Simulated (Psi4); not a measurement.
# SiH4O2 (SMILES O[SiH2]O): a chain of runs, part 2 of 2

Psi4 1.11. Earlier steps stand in the parts before.

## (3) A geometry optimisation at PBE0-D4/def2-TZVP (density fitting) (run 2)

Input file calc.inp:

```
memory 3.3 GB

molecule geom {
  O     -1.415628    -0.120269     0.233613
  Si     0.154277     0.427738     0.004650
  O      1.246704    -0.802259    -0.329825
  H     -1.823099    -0.522765    -0.553407
  H      0.272674     1.329483    -1.188186
  H      0.467541     1.132625     1.290888
  H      1.349441    -1.458703     0.381774
  units angstrom
  symmetry c1
}

set {
  basis def2-TZVP
  reference rks
  scf_type df
  geom_maxiter 50
  max_force_g_convergence 0.0002
}

e, wfn = opt('pbe0-d4', return_wfn=True)
```

Run with:

```console
$ psi4 -i calc.inp -o calc.out -n 2
```

calc.out:

```text
Psi4 1.11 release

gradient() will perform analytic gradient computation.

   => Loading Basis Set <=

    Name: DEF2-TZVP
    Role: ORBITAL
    Keyword: BASIS

   => PBE0-D4(BJ,EEQ)ATM: Empirical Dispersion <=

        a1 =       0.400856
        a2 =       5.029288
       alp =      16.000000
        s6 =       1.000000
        s8 =       1.200655
        s9 =       1.000000
        ga =       3.000000
        gc =       2.000000
        wf =       6.000000

         ---------------------------------------------------------
                                   SCF
                              RKS Reference
                        2 Threads,   3147 MiB Core
         ---------------------------------------------------------

  ==> Geometry <==

    Molecular point group: c1
    Full point group: C1

    Geometry (in Angstrom), charge = 0, multiplicity = 1:

       Center              X                  Y                   Z               Mass
    ------------   -----------------  -----------------  -----------------  -----------------
         O           -1.445049427391    -0.084259141012     0.256711832979    15.994914619570
         SI           0.124855572609     0.463747858988     0.027748832979    27.976926534650
         O            1.217282572609    -0.766249141012    -0.306726167021    15.994914619570
         H           -1.852520427391    -0.486755141012    -0.530308167021     1.007825032230
         H            0.243252572609     1.365492858988    -1.165087167021     1.007825032230
         H            0.438119572609     1.168634858988     1.313986832979     1.007825032230
         H            1.320019572609    -1.422693141012     0.404872832979     1.007825032230

  Running in c1 symmetry.

  Rotational constants: A =      0.75060  B =      0.23402  C =      0.19624 [cm^-1]
  Rotational constants: A =  22502.29505  B =   7015.82198  C =   5883.15816 [MHz]
  Nuclear repulsion =  118.198268403946628

  Charge       = 0
  Multiplicity = 1
  Electrons    = 34
  Nalpha       = 17
  Nbeta        = 17

  ==> Algorithm <==

  SCF Algorithm Type is DF.
  DIIS enabled.
  MOM disabled.
  Fractional occupation disabled.
  Guess Type is SAD.
  Energy threshold   = 1.00e-08
  Density threshold  = 1.00e-08
  Integral threshold = 1.00e-12

  ==> Primary Basis <==

  Basis Set: DEF2-TZVP
    Blend: DEF2-TZVP
    Number of shells: 51
    Number of basis functions: 123
    Number of Cartesian functions: 138
    Spherical Harmonics?: true
    Max angular momentum: 3

  ==> DFT Potential <==

   => LibXC <=

    Version 7.1.2

   => Composite Functional: PBE0-D4BJEEQATM <=

    PBE0-d4bjeeqatm Hyb-GGA Exchange-Correlation Functional

    Deriv               =              1
    GGA                 =           TRUE
    Meta                =          FALSE

    Exchange Hybrid     =           TRUE
    MP2 Hybrid          =          FALSE

   => Exchange Functionals <=

    0.7500   Perdew, Burke & Ernzerhof

   => Exact (HF) Exchange <=

    0.2500               HF

   => Correlation Functionals <=

    1.0000   Perdew, Burke & Ernzerhof

   => LibXC Density Thresholds  <==

    XC_HYB_GGA_XC_PBEH:  1.00E-15

   => Molecular Quadrature <=

    Radial Scheme          =       TREUTLER
    Pruning Scheme         =           NONE
    Nuclear Scheme         =       TREUTLER

    Blocking Scheme        =         OCTREE
    BS radius alpha        =              1
    Pruning alpha          =              1
    Radial Points          =             75
    Spherical Points       =            302
    Total Points           =         152708
    Total Blocks           =           1203
    Max Points             =            256
    Max Functions          =            121
    Weights Tolerance      =       1.00E-15

   => Loading Basis Set <=

    Name: (DEF2-TZVP AUX)
    Role: JKFIT
    Keyword: DF_BASIS_SCF

  ==> Integral Setup <==

  DFHelper Memory: AOs need 0.044 GiB; user supplied 1.889 GiB.
  SCF_SUBTYPE=INCORE selected. In-core MEM_DF algorithm will be used.
  Using in-core AOs.

  ==> MemDFJK: Density-Fitted J/K Matrices <==

    J tasked:                   Yes
    K tasked:                   Yes
    wK tasked:                   No
    Memory [MiB]:              1934
    Algorithm:                 Core
    Schwarz Cutoff:           1E-12
    Mask sparsity (%):       0.9650
    Fitting Condition:        1E-10

   => Auxiliary Basis Set <=

  Basis Set: (DEF2-TZVP AUX)
    Blend: DEF2-UNIVERSAL-JKFIT
    Number of shells: 112
    Number of basis functions: 354
    Number of Cartesian functions: 421
    Spherical Harmonics?: true
    Max angular momentum: 4

  Cached 100.0% of DFT collocation blocks in 0.416 [GiB].

  Minimum eigenvalue in the overlap matrix is 2.8259542593E-03.
  Reciprocal condition number of the overlap matrix is 5.0730093470E-04.
    Using symmetric orthogonalization.

  ==> Pre-Iterations <==

  SCF Guess: Superposition of Atomic Densities via on-the-fly atomic UHF (no occupation information).

   -------------------------
    Irrep   Nso     Nmo
   -------------------------
     A        123     123
   -------------------------
    Total     123     123
   -------------------------

  ==> Iterations <==

                           Total Energy        Delta E     RMS |[F,P]|

[... 1 line left out ...]
   @DF-RKS iter   1:  -441.94423769098296   -3.87259e-01   7.46669e-03 DIIS/ADIIS
[... 2 lines left out ...]
   @DF-RKS iter   4:  -442.23148578093168   -2.46088e-03   1.87912e-04 DIIS/ADIIS
[... 2 lines left out ...]
   @DF-RKS iter   7:  -442.23169127279681   -1.35829e-07   2.06467e-06 DIIS
[... 2 lines left out ...]
   @DF-RKS iter  10:  -442.23169129551070   -4.24620e-11   8.76867e-09 DIIS
[... 34 lines left out ...]
  @DF-RKS Final Energy:  -442.23169129551070
[... 5 lines left out ...]
    Two-Electron Energy =                 315.8649464243312650
[... 2 lines left out ...]
    VV10 Nonlocal Energy =                  0.0000000000000000
[... 16 lines left out ...]
 Dipole Y            :         -0.9519704            0.5916415           -0.3603289
[... 128 lines left out ...]
	                                 ==> Convergence Check <==
[... 8 lines left out ...]
	  Convergence Criteria              o    2.00e-04 *             o             o             o~
[... 145 lines left out ...]
   @DF-RKS iter   0:  -442.27263460329499   -4.42273e+02   6.76181e-04
[... 2 lines left out ...]
   @DF-RKS iter   3:  -442.23363700042154   -7.93652e-05   2.77450e-05 DIIS
[... 2 lines left out ...]
   @DF-RKS iter   6:  -442.23364100939546   -6.51238e-09   1.92237e-07 DIIS
[... 2 lines left out ...]
   @DF-RKS iter   9:  -442.23364100961822   -1.25056e-12   2.03246e-09 DIIS
[... 13 lines left out ...]
  @DF-RKS Final Energy:  -442.23364100961822
[... 5 lines left out ...]
    Two-Electron Energy =                 317.8154030845024067
[... 2 lines left out ...]
    VV10 Nonlocal Energy =                  0.0000000000000000
[... 16 lines left out ...]
 Dipole Y            :         -0.9520038            0.5700443           -0.3819595
[... 97 lines left out ...]
	                                 ==> Convergence Check <==
[... 8 lines left out ...]
	  Convergence Criteria              o    2.00e-04 *             o             o             o
[... 97 lines left out ...]
   @DF-RKS iter   0:  -442.23903051347304   -4.42239e+02   2.50737e-04
[... 2 lines left out ...]
   @DF-RKS iter   3:  -442.23381942561628   -1.06292e-06   5.65064e-06 DIIS
[... 2 lines left out ...]
   @DF-RKS iter   6:  -442.23381958906708   -7.66875e-10   9.95199e-08 DIIS
[... 2 lines left out ...]
  Energy and wave function converged.
[... 16 lines left out ...]
    Nuclear Repulsion Energy =            120.5146708359861094
[... 2 lines left out ...]
    DFT Exchange-Correlation Energy =     -29.8449952128396561
[... 2 lines left out ...]
    Total Energy =                       -442.2338195891200030
[... 16 lines left out ...]
 Dipole Z            :         -0.0559382            0.0262164           -0.0297218
[... 98 lines left out ...]
	Measures of convergence in internal coordinates in au.
[... 82 lines left out ...]
    Weights Tolerance      =       1.00E-15
[... 22 lines left out ...]
   @DF-RKS iter   1:  -442.23386416230221   -3.82819e-04   1.95552e-05 DIIS
[... 2 lines left out ...]
   @DF-RKS iter   4:  -442.23386646862713   -2.09026e-07   5.26438e-07 DIIS
[... 2 lines left out ...]
   @DF-RKS iter   7:  -442.23386647017992   -1.58593e-11   1.13591e-08 DIIS
[... 8 lines left out ...]
    Final Occupation by Irrep:
[... 10 lines left out ...]
    One-Electron Energy =                -851.1144534510218591
[... 2 lines left out ...]
    Empirical Dispersion Energy =          -0.0028460420645327
[... 16 lines left out ...]
 Dipole X            :         -0.2657306            0.1450422           -0.1206884
[... 46 lines left out ...]
    Weights Tolerance      =       1.00E-15
[... 58 lines left out ...]
	   Step    Total Energy     Delta E     Max Force     RMS Force      Max Disp      RMS Disp
[... 97 lines left out ...]
                           Total Energy        Delta E     RMS |[F,P]|
[... 3 lines left out ...]
   @DF-RKS iter   2:  -442.23387151701240   -2.46998e-07   6.73995e-06 DIIS
[... 2 lines left out ...]
   @DF-RKS iter   5:  -442.23387174831009   -4.96641e-10   3.00424e-08 DIIS
[... 2 lines left out ...]
  Energy and wave function converged.
[... 37 lines left out ...]
    Nuclear Repulsion Energy =            120.4846272556076201
[... 2 lines left out ...]
    DFT Exchange-Correlation Energy =     -29.8449895169221477
[... 2 lines left out ...]
    Total Energy =                       -442.2338717483215760
[... 1 line left out ...]
Computation Completed

Properties will be evaluated at   0.000000,   0.000000,   0.000000 [a0]

Properties computed using the SCF density matrix

 Multipole Moments:

 ------------------------------------------------------------------------------------
     Multipole            Electronic (a.u.)      Nuclear  (a.u.)        Total (a.u.)
 ------------------------------------------------------------------------------------

 L = 1.  Multiply by 2.5417464519 to convert [e a0] to [Debye]
 Dipole X            :         -0.2681622            0.1489401           -0.1192221
 Dipole Y            :         -0.9950689            0.5766859           -0.4183830
 Dipole Z            :         -0.0588325            0.0305728           -0.0282597
 Magnitude           :                                                    0.4359551

 ------------------------------------------------------------------------------------

	total time  =         13 seconds =       0.22 minutes

         ------------------------------------------------------------
                                   SCF GRAD
         ------------------------------------------------------------

  ==> Geometry <==

    Molecular point group: c1
    Full point group: C1

    Geometry (in Angstrom), charge = 0, multiplicity = 1:

       Center              X                  Y                   Z               Mass
    ------------   -----------------  -----------------  -----------------  -----------------
         O           -1.417212111244    -0.076742742773     0.234271788173    15.994914619570
         SI           0.122945408129     0.452673601555     0.027293602223    27.976926534650
         O            1.192263558318    -0.753399858153    -0.284042341939    15.994914619570
         H           -1.859366230217    -0.470520744295    -0.519256090952     1.007825032230
         H            0.237471926338     1.343301795176    -1.150645711918     1.007825032230
         H            0.437089412802     1.141745252051     1.300192619152     1.007825032230
         H            1.341973290141    -1.405646875073     0.401941617667     1.007825032230

  Nuclear repulsion =  120.484627255607620

   => Molecular Quadrature <=

    Radial Scheme          =       TREUTLER
    Pruning Scheme         =           NONE
    Nuclear Scheme         =       TREUTLER

    Blocking Scheme        =         OCTREE
    BS radius alpha        =              1
    Pruning alpha          =              1
    Radial Points          =             75
    Spherical Points       =            302
    Total Points           =         152600
    Total Blocks           =           1208
    Max Points             =            256
    Max Functions          =            121
    Weights Tolerance      =       1.00E-15

  -Total Gradient:
     Atom            X                  Y                   Z
    ------   -----------------  -----------------  -----------------
       1        0.000031013760     0.000084924354     0.000016391306
       2       -0.000046249507    -0.000153132844    -0.000014625738
       3        0.000082715707     0.000149461895     0.000036774023
       4       -0.000021161424    -0.000064426781     0.000038527537
       5       -0.000056329627     0.000075975031     0.000011971583
       6        0.000090348776     0.000058360897    -0.000018316346
       7       -0.000067023799    -0.000101700006    -0.000065972740

	total time  =          5 seconds =       0.08 minutes

    			-----------------------------------------

    			 OPTKING 3.0: for geometry optimizations

    			        with contributions from

    			-----------------------------------------

	                            ===> Fragment 1 <==

	 Z (Atomic Numbers)          Masses                          Geom
	       8.000000            15.994915         -2.67814275 -0.14502277  0.44270952
	      14.000000            27.976927          0.23233315  0.85542913  0.05157743
	       8.000000            15.994915          2.25305159 -1.42371939 -0.53676223
	       1.000000             1.007825         -3.51369294 -0.88915534 -0.98125180
	       1.000000             1.007825          0.44875690  2.53847250 -2.17440526
	       1.000000             1.007825          0.82597928  2.15758583  2.45700796
	       1.000000             1.007825          2.53596199 -2.65628762  0.75955958

	 - Coordinate -           - BOHR/RAD -       - ANG/DEG -
	 R(1,2)           =         3.102379           1.641709
	 R(1,4)           =         1.810951           0.958314
	 R(2,3)           =         3.102252           1.641641
[... 16 lines of this table left out ...]
	 D(6,2,3,7)       =         0.914138          52.376229

	        --- Internal Coordinate Step in ANG or DEG, aJ/ANG or AJ/DEG ---
	-------------------------------------------------------------------------------
	           Coordinate      Previous         Force          Change          New
	           ----------      --------        ------          ------        ------
	               R(1,2)       1.64171        0.00014        0.00003       1.64173
	               R(1,4)       0.95831       -0.00030       -0.00008       0.95824
	               R(2,3)       1.64164        0.00022        0.00005       1.64169
[... 16 lines of this table left out ...]
	           D(6,2,3,7)      52.37623       -0.00001       -0.45349      51.92274
	-------------------------------------------------------------------------------

	                                 ==> Convergence Check <==

	Measures of convergence in internal coordinates in au.

	Criteria marked as inactive (o), active & met (*), and active & unmet ( ).

	----------------------------------------------------------------------------------------------
	   Step    Total Energy     Delta E     Max Force     RMS Force      Max Disp      RMS Disp
	----------------------------------------------------------------------------------------------
	  Convergence Criteria              o    2.00e-04 *             o             o             o
	----------------------------------------------------------------------------------------------
	     5    -442.23387175   -5.28e-06 o    1.07e-04 *    4.65e-05 o    7.91e-03 o    3.23e-03 o  ~
	----------------------------------------------------------------------------------------------

Next Geometry in Ang
	Fragment 1 (Ang)

	    O  -1.4178431570  -0.0767675993   0.2342524046
	   Si   0.1226013231   0.4518519998   0.0271724911
	    O   1.1916315693  -0.7544297604  -0.2846054690
	    H  -1.8617214345  -0.4676833220  -0.5196531910
	    H   0.2378473672   1.3419812715  -1.1509083788
	    H   0.4363605566   1.1401058834   1.3004649997
	    H   1.3462890294  -1.4036480445   0.4030326259

    Final optimized geometry and variables:
    Molecular point group: c1
    Full point group: C1

    Geometry (in Angstrom), charge = 0, multiplicity = 1:

    O           -1.417212111244    -0.076742742773     0.234271788173
    SI           0.122945408129     0.452673601555     0.027293602223
    O            1.192263558318    -0.753399858153    -0.284042341939
    H           -1.859366230217    -0.470520744295    -0.519256090952
    H            0.237471926338     1.343301795176    -1.150645711918
    H            0.437089412802     1.141745252051     1.300192619152
    H            1.341973290141    -1.405646875073     0.401941617667

    Psi4 run time: 0:02:06.00

[set-up sections that repeat, and orbital energies of the middle runs, are left out above]
```

The script printed:

```text
Optimizer: Optimization complete!
```

Run time: 2.2 min. Hardware: 2 threads of AMD EPYC (Zen 3), shared host; peak memory 0.83 GiB.

Step by step:

| step | energy from the first frame kept (eV) | largest force (eV/Å) |
| --- | --- | --- |
| 0 | 0.0000 | 1.0559 |
| 1 | -0.0531 | 0.3027 |
| 2 | -0.0579 | 0.0578 |
| 3 | -0.0592 | 0.0178 |
| 4 | -0.0593 | 0.0090 |

After the run. Bond lengths: O1–Si2 1.642 Å, Si2–O3 1.642 Å, O1–H4 0.958 Å, Si2–H5 1.481 Å, Si2–H6 1.481 Å, O3–H7 0.958 Å. Angles: O1–Si2–O3 113.5°, O1–Si2–H5 111.5°, O1–Si2–H6 103.9°, O3–Si2–H5 103.9°, O3–Si2–H6 111.5°, Si2–O1–H4 117.8°, Si2–O3–H7 117.8°, H5–Si2–H6 112.8°.

Runs 3 to 9 aren't shown in full; the table further down has their settings and results.

## (4) The energy at MP2/def2-QZVPP (density fitting, density fitting for correlation) (run 10)

Input file calc.dat:

```
memory 3300 MB

molecule {
  O     -1.387791    -0.112753     0.211173
  Si     0.152367     0.416664     0.004195
  O      1.221685    -0.789410    -0.307141
  H     -1.829945    -0.506531    -0.542355
  H      0.266893     1.307292    -1.173745
  H      0.466511     1.105735     1.277094
  H      1.371395    -1.441657     0.378843
  symmetry c1
}

set basis def2-QZVPP
set scf_type df
set num_frozen_docc 7

energy('mp2')
print_variables()
```

Run with:

```console
$ psi4 -i calc.dat -o calc.out -n 2
```

calc.out, cut to the lines that bear on the results:

```text
[...]
  Running in c1 symmetry.
[...]
  Nuclear repulsion =  120.484601354829536
[...]
  Multiplicity = 1
[...]
  Nalpha       = 17
  Nbeta        = 17
[...]
    Number of basis functions: 304
[...]
   @DF-RHF iter   1:  -441.03558267803942   -8.12025e-01   2.10253e-03 ADIIS/DIIS
[...]
   @DF-RHF iter  10:  -441.19028109662111   -4.08136e-11   8.11042e-09 DIIS
[...]
    Orbital Energies [Eh]
    ---------------------
    Doubly Occupied:
       1A    -68.804598     2A    -20.560977     3A    -20.560892
       4A     -6.145158     5A     -4.252808     6A     -4.252540
       7A     -4.252349     8A     -1.357950     9A     -1.336949
      10A     -0.773533    11A     -0.714904    12A     -0.604634
      13A     -0.581111    14A     -0.580490    15A     -0.509823
      16A     -0.508815    17A     -0.461517
[...]
  @DF-RHF Final Energy:  -441.19028109662111
   => Energetics <=
    Nuclear Repulsion Energy =            120.4846013548295360
    One-Electron Energy =                -850.8316683024385156
    Two-Electron Energy =                 289.1567858509878306
    Total Energy =                       -441.1902810966211064
[...]
 Multipole Moments:
 ------------------------------------------------------------------------------------
     Multipole            Electronic (a.u.)      Nuclear  (a.u.)        Total (a.u.)
 ------------------------------------------------------------------------------------
 L = 1.  Multiply by 2.5417464519 to convert [e a0] to [Debye]
 Dipole X            :         -0.2541290            0.1489400           -0.1051890
 Dipole Y            :         -0.9431274            0.5766853           -0.3664421
 Dipole Z            :         -0.0557406            0.0305721           -0.0251684
 Magnitude           :                                                    0.3820706
[...]
```

Run time: 27 s. Hardware: 2 threads of AMD EPYC (Zen 3), shared host; peak memory 0.78 GiB.

## (5) Overview of the runs

| run | level | geom maxiter | max force g convergence | energy (Eh) | HOMO energy (eV) | LUMO energy (eV) | HOMO–LUMO gap (eV) | wall time |
| --- | --- | --- | --- | --- | --- | --- | --- | --- |
| 1 | PBE-D4/def2-SVP (density fitting) | 60 | 0.0005 | -441.898176 | -7.04 | 0.18 | 7.22 | 2.2 min |
| 2 | PBE0-D4/def2-TZVP (density fitting) | 50 | 0.0002 | -442.233872 | -8.87 | 0.53 | 9.40 | 2.2 min |
| 3 | PBE0-D4/def2-TZVP (density fitting) | – | – | timeout | – | – | – | 14 min |
| 4 | PBE-D4/def2-TZVPP (density fitting) | – | – | -442.206665 | -7.36 | -0.37 | 6.99 | 58 s |
| 5 | r2SCAN-D4/def2-TZVPP (density fitting) | – | – | timeout | – | – | – | 2 min |
| 6 | B3LYP-D4/def2-TZVPP (density fitting) | – | – | -442.553275 | -8.67 | 0.16 | 8.83 | 49 s |
| 7 | PBE0-D4/def2-TZVPP (density fitting) | – | – | -442.237418 | -8.87 | 0.50 | 9.38 | 56 s |
| 8 | wB97M-V/def2-TZVPP (density fitting) | – | – | timeout | – | – | – | 2 min |
| 9 | CCSD(T)/def2-TZVPP (density fitting, density fitting for correlation) | – | – | timeout | – | – | – | 5 min |
| 10 | MP2/def2-QZVPP (density fitting, density fitting for correlation) | – | – | -441.849984 | -12.56 | 2.55 | 15.10 | 27 s |

## (6) Results

The summary covers parts 1 to 2.

```
                                                           quantity          value
                               run 10, MP2/def2-QZVPP: total energy  -441.84998 Eh
        run 10, MP2/def2-QZVPP: HOMO energy (Hartree–Fock orbitals)      -12.56 eV
        run 10, MP2/def2-QZVPP: LUMO energy (Hartree–Fock orbitals)        2.55 eV
      run 10, MP2/def2-QZVPP: HOMO–LUMO gap (Hartree–Fock orbitals)       15.10 eV
run 10, MP2/def2-QZVPP: correlation energy (7 core orbitals frozen)     -659.7 mEh
```

**Reading.** Over runs 4, 6, 7 the dipole moment (its size) runs from 1.07 D (B3LYP-D4/def2-TZVPP) to 1.13 D (PBE-D4/def2-TZVPP). Over runs 4, 6, 7 the HOMO–LUMO gap runs from 6.99 eV (PBE-D4/def2-TZVPP) to 9.38 eV (PBE0-D4/def2-TZVPP). Totals of different functionals can't be ranked against each other. All runs together took 31 min, the longest 14 min. 4 of the 10 runs did not end normally.
